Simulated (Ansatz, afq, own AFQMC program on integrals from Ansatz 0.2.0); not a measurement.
# N, quartet in def2-TZVP, levels against full CI

A free N atom.

Basis def2-TZVP. Noble-gas cores (and the filled d shells of Ga–Kr and In–Xe) are frozen. Ansatz 0.2.0 and our own AFQMC program on the same integrals; the CISD trial comes from CCSD amplitudes, and released means the phaseless constraint is let go. Free projection: walkers drawn from exp(T), propagated without any constraint. Its projection time is finite, and what remains of the start isn't in its error. Error bars are statistical, one sigma.

Determinant: UHF, the one that the program's search chose, which needn't be the lowest solution.

Full CI is exact in this basis; its frozen core comes from its own orbitals, which moves totals by up to a few meV.

Cautions: full CI with its own frozen core.

- T1 diagnostic: 0.0063
- weight of the determinant in the CISD state: 0.964
- ⟨S²⟩ of the determinant: 3.758
- size of the correlated space: 5 electrons in 30 orbitals

```tsv
level	correlation energy (eV)
MP2	-2.5814
CCSD	-3.0186
CCSD(T)	-3.0802
```

Problem. Estimate where full CI lies against CCSD(T) in the same basis.

Solution. 0.5 kJ/mol below CCSD(T).

Reference: full CI, correlation energy -3.086 eV. The released energy is read at 1.50 1/Eh (meV from the phaseless value at times in 1/Eh: 0.0 ± 0.5 at 0.24, -1.8 ± 0.5 at 0.50, -0.9 ± 0.4 at 1.00, -1.8 ± 0.5 at 1.50). CCSDTQ lies 5.0 meV below full CI, in part by the other frozen core, which shifts every row alike, so rows that close can't be ranked against it.

| level | E − E(reference) (kJ/mol) | share of correlation (%) |
| --- | --- | --- |
| CCSD(T) | 0.5 | 99.82 |
| CCSDT | -0.4 | 100.12 |
| CCSDT(Q) | -0.5 | 100.16 |
| CCSDTQ | -0.5 | 100.16 |
| ph-AFQMC/HF | 2.0 ± 1.0 | 99.34 |
| ph-AFQMC/CISD | -0.3 ± 0.06 | 100.10 |
| released AFQMC | -0.5 ± 0.05 | 100.16 |
| free AFQMC | -0.5 ± 0.09 | 100.18 |

CCSDT and higher add their correlation energy to the determinant of the CCSD(T) run, since their own runs factorise the integrals more tightly (a shift of under 2 meV). Free projections are given only where their last times agree within the noise and don't stop above the reference; a slow remainder of the start can still hide under it. A walk keeps the symmetry of its determinant, which the program's search chose and which needn't be the lowest solution, so a lower state of the same spin and another symmetry isn't excluded. Released energies are given only where the last usable release times agree within the noise; a slower fall can still hide under it.
